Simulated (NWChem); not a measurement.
# C3H3N (Z-propargylimine) at B3LYP/def2-SVPD

What is the vertical ionisation energy of C3H3N (Z-propargylimine) at B3LYP/def2-SVPD? Input form: an ASE script.

Program for the calculation: NWChem 7.3.0.

1 further run of the same task is left out (it didn't finish). Runs told in other sessions of the task aren't counted.

### 1 The structure to begin with

C3H3N: 7 atoms, total charge 0, spin state singlet. SMILES: `[H]/N=C\C#C`. The coordinates come from a PBE0-D4/def2-TZVP relaxation.

Bond lengths: N2–C3 1.269 Å, C3–C4 1.430 Å, C4–C5 1.202 Å, H1–N2 1.021 Å, C3–H6 1.092 Å, C5–H7 1.065 Å. Angles: N2–C3–C4 126.0°, C3–C4–C5 179.5°, N2–C3–H6 118.1°, C4–C3–H6 115.9°, H1–N2–C3 110.5°, C4–C5–H7 179.6°.

### 2 Energy and forces at B3LYP/def2-SVPD

Input file run.py:

```python
from ase import Atoms
from ase.calculators.nwchem import NWChem

molecule = Atoms('HNCCCHH', positions=[
    [0.042980, -1.921630, 0.276790],
    [0.571870, -1.414880, 0.988450],
    [0.520410, -0.165300, 0.774280],
    [-0.170650, 0.476280, -0.301020],
    [-0.748370, 1.024920, -1.201350],
    [1.046470, 0.497080, 1.464630],
    [-1.262700, 1.503530, -2.001770],
])

calc = NWChem(
    label='mymol',
    theory='dft',
    memory='2200 mb',
    basis='def2-SVPD',
    basispar='spherical bse',
    dft={'xc': 'b3lyp', 'mult': '1', 'grid': 'fine', 'convergence': 'energy 1e-08', 'iterations': '100', 'mulliken': None, 'print': 'low'},
)
molecule.calc = calc

forces = molecule.get_forces()
print(f"energy = {molecule.get_potential_energy():.6f} eV")
print("forces (eV/A):")
for s, f in zip(molecule.symbols, forces):
    print(f"{s:2s} {f[0]:10.5f} {f[1]:10.5f} {f[2]:10.5f}")
```

Launch:

```sh
$ export ASE_NWCHEM_COMMAND="nwchem PREFIX.nwi > PREFIX.nwo"
$ python run.py
```

Log:

```text
energy = -4643.942335 eV
forces (eV/A):
H    -0.05204   -0.16908   -0.05698
N     0.05708   -0.50491    0.13920
C     0.02463    0.28719    0.00463
C     0.41873   -0.37132    0.64941
C    -0.44557    0.43596   -0.69574
H     0.14794    0.18234    0.19412
H    -0.15082    0.13982   -0.23469
```

The calculator wrote mymol.nwi:

```
title "mymol"

permanent_dir mymol

scratch_dir mymol

start mymol

geometry units angstrom nocenter noautosym noautoz
  H  4.2979999999999997e-02 -1.9216299999999999e+00 2.7678999999999998e-01
  N  5.7186999999999999e-01 -1.4148799999999999e+00 9.8845000000000005e-01
  C  5.2041000000000004e-01 -1.6530000000000000e-01 7.7427999999999997e-01
  C  -1.7065000000000000e-01 4.7627999999999998e-01 -3.0102000000000001e-01
  C  -7.4836999999999998e-01 1.0249200000000001e+00 -1.2013499999999999e+00
  H  1.0464700000000000e+00 4.9708000000000002e-01 1.4646300000000001e+00
  H  -1.2626999999999999e+00 1.5035300000000000e+00 -2.0017700000000000e+00
end

memory 2200 mb

basis spherical bse noprint
   * library def2-SVPD
end

dft
  xc b3lyp
  mult 1
  grid fine
  convergence energy 1e-08
  iterations 100
  mulliken
  print low
end

task dft gradient
```

mymol.nwo:

```text
Northwest Computational Chemistry Package (NWChem) 7.3.0
             --------------------------------------------------------

           Job information
           ---------------

    nwchem branch   = 7.3.0
    use scalapack   = T
    input           = mymol.nwi
    prefix          = mymol.
    data base       = mymol/mymol.db
    status          = startup
    nproc           =        1

           Memory information
           ------------------

    heap     =     72089600 doubles =      550.0 Mbytes
    stack    =     72089597 doubles =      550.0 Mbytes
    global   =    144179200 doubles =     1100.0 Mbytes (distinct from heap & stack)
    total    =    288358397 doubles =     2200.0 Mbytes
    verify   = yes
    hardfail = no

           Directory information
           ---------------------

  0 permanent = mymol
  0 scratch   = mymol

                                NWChem Input Module
                                -------------------

                                       mymol
                                       -----

 Scaling coordinates for geometry "geometry" by  1.889725989
 (inverse scale =  0.529177249)

                             Geometry "geometry" -> ""
                             -------------------------

 Output coordinates in angstroms (scale by  1.889725989 to convert to a.u.)

[... 19 lines left out ...]
            Nuclear Dipole moment (a.u.)
[... 74 lines left out ...]
   convergence    iter        energy       DeltaE   RMS-Dens  Diis-err    time
[... 13 lines left out ...]
         Total DFT energy =     -170.661734410203
      One electron energy =     -408.044378297170
           Coulomb energy =      170.898190305109
    Exchange-Corr. energy =      -24.161616260779
 Nuclear repulsion energy =       90.646069842637

 Numeric. integr. density =       27.999999667317

     Total iterative time =     11.9s

     ---------------------------------------------
      Total Density - Mulliken Population Analysis
     ---------------------------------------------

    Atom       Charge   Shell Charges
 -----------   ------   -------------------------------------------------------
    1 H    1     0.99   0.76  0.19  0.04 -0.00
    2 N    7     7.08   1.99  1.08  0.42  0.19  2.35  1.01  0.02  0.01
    3 C    6     5.78   1.98  0.96  0.09 -0.01  2.09  0.58  0.06  0.02
    4 C    6     4.65   1.98  0.96  0.02 -0.19  2.08 -0.30  0.03  0.06
    5 C    6     7.02   1.98  0.94  1.91  0.06  2.04  0.08  0.02 -0.01
    6 H    1     1.31   0.77  0.45  0.02  0.07
    7 H    1     1.17   0.75  0.37  0.03  0.02

     -------------------------------------------
      Total Density - Lowdin Population Analysis
     -------------------------------------------

    Atom       Charge   Shell Charges
 -----------   ------   -------------------------------------------------------
    1 H    1     1.07   0.53  0.16  0.11  0.27
    2 N    7     6.88   1.97  0.70  0.33  0.17  2.12  1.30  0.04  0.25
    3 C    6     6.10   1.96  0.47  0.20  0.12  1.78  0.84  0.14  0.58
    4 C    6     6.06   1.97  0.53  0.21  0.11  1.81  0.91  0.07  0.45
    5 C    6     5.81   1.97  0.54  0.25  0.13  1.77  0.93  0.05  0.16
    6 H    1     1.01   0.57  0.19  0.06  0.19
    7 H    1     1.08   0.56  0.22  0.07  0.22

                         DFT ENERGY GRADIENTS

    atom               coordinates                        gradient
                 x          y          z           x          y          z
   1 H       0.081220  -3.631354   0.523057    0.001012   0.003288   0.001108
   2 N       1.080678  -2.673736   1.867900   -0.001110   0.009819  -0.002707
   3 C       0.983432  -0.312372   1.463177   -0.000479  -0.005585  -0.000090
   4 C      -0.322482   0.900039  -0.568845   -0.008143   0.007221  -0.012629
   5 C      -1.414214   1.936818  -2.270222    0.008665  -0.008478   0.013530
   6 H       1.977542   0.939345   2.767749   -0.002877  -0.003546  -0.003775
   7 H      -2.386157   2.841260  -3.782797    0.002933  -0.002719   0.004564

 Task  times  cpu:       15.2s     wall:       15.2s
 Total times  cpu:       15.2s     wall:       15.2s
```

Run time: 17 s. Hardware: 1 thread of Intel Xeon 6975P-C (Granite Rapids), shared host; peak memory 0.11 GiB.

### 3 The doublet cation: the energy at UB3LYP/def2-SVPD

Input file test.xyz:

```xyz
7

H      0.042980    -1.921630     0.276790
N      0.571870    -1.414880     0.988450
C      0.520410    -0.165300     0.774280
C     -0.170650     0.476280    -0.301020
C     -0.748370     1.024920    -1.201350
H      1.046470     0.497080     1.464630
H     -1.262700     1.503530    -2.001770
```

Input file run.py:

```python
from ase.io import read
from ase.calculators.nwchem import NWChem

mol = read('test.xyz')

calc = NWChem(
    label='test',
    theory='dft',
    memory='2200 mb',
    basis='def2-SVPD',
    basispar='spherical bse',
    charge=1,
    dft={'xc': 'b3lyp', 'mult': '2', 'grid': 'fine', 'convergence': 'energy 1e-08', 'iterations': '100', 'mulliken': None},
    task='energy',
)
mol.calc = calc

print("Total energy (eV):", round(mol.get_potential_energy(), 6))
```

Launch:

```sh
$ export ASE_NWCHEM_COMMAND="nwchem PREFIX.nwi > PREFIX.nwo"
$ python run.py
```

Log:

```text
Total energy (eV): -4633.479141
```

The calculator wrote test.nwi:

```
title "test"

permanent_dir test

scratch_dir test

start test

geometry units angstrom nocenter noautosym noautoz
  H  4.2979999999999997e-02 -1.9216299999999999e+00 2.7678999999999998e-01
  N  5.7186999999999999e-01 -1.4148799999999999e+00 9.8845000000000005e-01
  C  5.2041000000000004e-01 -1.6530000000000000e-01 7.7427999999999997e-01
  C  -1.7065000000000000e-01 4.7627999999999998e-01 -3.0102000000000001e-01
  C  -7.4836999999999998e-01 1.0249200000000001e+00 -1.2013499999999999e+00
  H  1.0464700000000000e+00 4.9708000000000002e-01 1.4646300000000001e+00
  H  -1.2626999999999999e+00 1.5035300000000000e+00 -2.0017700000000000e+00
end

charge 1

memory 2200 mb

basis spherical bse noprint
   * library def2-SVPD
end

dft
  xc b3lyp
  mult 2
  grid fine
  convergence energy 1e-08
  iterations 100
  mulliken
end

task dft energy
```

test.nwo:

```text
Northwest Computational Chemistry Package (NWChem) 7.3.0
             --------------------------------------------------------

           Job information
           ---------------

    nwchem branch   = 7.3.0
    use scalapack   = T
    input           = test.nwi
    prefix          = test.
    data base       = test/test.db
    status          = startup
    nproc           =        1

           Memory information
           ------------------

    heap     =     72089594 doubles =      550.0 Mbytes
    stack    =     72089599 doubles =      550.0 Mbytes
    global   =    144179200 doubles =     1100.0 Mbytes (distinct from heap & stack)
    total    =    288358393 doubles =     2200.0 Mbytes
    verify   = yes
    hardfail = no

           Directory information
           ---------------------

  0 permanent = test
  0 scratch   = test

                                NWChem Input Module
                                -------------------

                                       test
                                       ----

 Scaling coordinates for geometry "geometry" by  1.889725989
 (inverse scale =  0.529177249)

                             Geometry "geometry" -> ""
                             -------------------------

 Output coordinates in angstroms (scale by  1.889725989 to convert to a.u.)

[... 19 lines left out ...]
            Nuclear Dipole moment (a.u.)
[... 64 lines left out ...]
  convergence criterion.
[... 16 lines left out ...]
          Convergence on density requested:  1.00D-05
[... 23 lines left out ...]
          Spatial weights used:  Erf1
[... 3 lines left out ...]
          Convergence aids based upon iterative change in
[... 88 lines left out ...]
         Total DFT energy =     -170.277219122170
[... 1 line left out ...]
           Coulomb energy =      163.379925581864
[... 1 line left out ...]
 Nuclear repulsion energy =       90.646069842637
[... 744 lines left out ...]
                     DFT Final Beta Molecular Orbital Analysis
[... 813 lines left out ...]
   alpha     41     42     43     44     45     46     47     48     49     50
    beta     41     42     43     44     45     46     47     48     49     50
 overlap   0.976  0.999  1.000  0.978  0.981  0.989  0.999  1.000  0.995  0.996

   alpha     51     52     53     54     55     56     57     58     59     60
    beta     51     52     53     54     55     57     56     58     59     60
 overlap   0.999  0.998  0.999  0.959  0.954  0.995  1.000  1.000  0.997  1.000

   alpha     61     62     63     64     65     66     67     68     69     70
    beta     61     62     63     64     65     66     67     68     69     70
 overlap   0.996  0.993  1.000  0.977  0.982  0.998  0.996  1.000  0.946  0.953

   alpha     71     72     73     74     75     76     77     78     79     80
    beta     71     72     73     74     75     76     77     78     79     80
 overlap   0.975  0.999  0.999  1.000  1.000  0.998  0.999  0.999  0.999  0.999

   alpha     81     82     83     84     85     86     87     88     89     90
    beta     81     82     83     84     85     86     87     88     89     90
 overlap   1.000  0.999  1.000  0.994  0.995  0.999  0.999  0.999  0.999  0.997

   alpha     91     92     93     94     95     96     97     98     99    100
    beta     91     92     93     94     95     96     97     98     99    100
 overlap   0.998  0.994  0.996  0.998  0.996  0.997  0.997  0.998  1.000  0.999

   alpha    101    102    103    104
    beta    101    102    103    104
 overlap   0.999  0.999  0.999  1.000

     --------------------------
     Expectation value of S2:
     --------------------------
      <S2> =      0.7617 (Exact =     0.7500)

 center of mass
 --------------
 x =   0.10869430 y =  -0.13193897 z =   0.17255136

 moments of inertia (a.u.)
 ------------------
         338.521759907921          84.996738752127         -99.923492210215
          84.996738752127         223.383845502089         143.246498790834
         -99.923492210215         143.246498790834         239.672009286559

     Multipole analysis of the density
     ---------------------------------

     L   x y z        total         alpha         beta         nuclear
     -   - - -        -----         -----         ----         -------
     0   0 0 0      1.000000    -14.000000    -13.000000     28.000000

     1   1 0 0     -0.060525     -1.793495     -0.984796      2.717766
[... 8 lines of this table left out ...]
     2   0 0 2     -9.735866    -53.607365    -48.505710     92.377209

 Task  times  cpu:       31.2s     wall:       31.2s
 Total times  cpu:       31.2s     wall:       31.2s
```

It took 32 s on 1 thread of Intel Xeon 6975P-C (Granite Rapids), shared host; peak memory 0.12 GiB.

### 4 Outcome

At B3LYP/def2-SVPD:

| quantity | value |
| --- | --- |
| singlet C3H3N: total energy | -170.66173 Eh |
| singlet C3H3N: largest force on an atom | 0.934 eV/Å |
| doublet cation: total energy | -170.27722 Eh |
| doublet cation: HOMO energy (highest over α and β) | -14.71 eV |
| doublet cation: LUMO energy (lowest over α and β) | -13.00 eV |
| doublet cation: ⟨S²⟩ | 0.762 |
| vertical ionisation energy (to the doublet cation) | 10.463 eV |

In words: Removing an electron at fixed nuclei costs 10.46 eV (241 kcal/mol). The largest force (singlet C3H3N) is 0.93 eV/Å: the shape isn't a stationary point for this species at this level. Mulliken charges (singlet C3H3N) run from -1.02 on C5 to +1.35 on C4; in a basis this large or diffuse they mean little. Mulliken charges (doublet cation) run from -0.91 on C5 to +1.36 on C4; in a basis this large or diffuse they mean little.
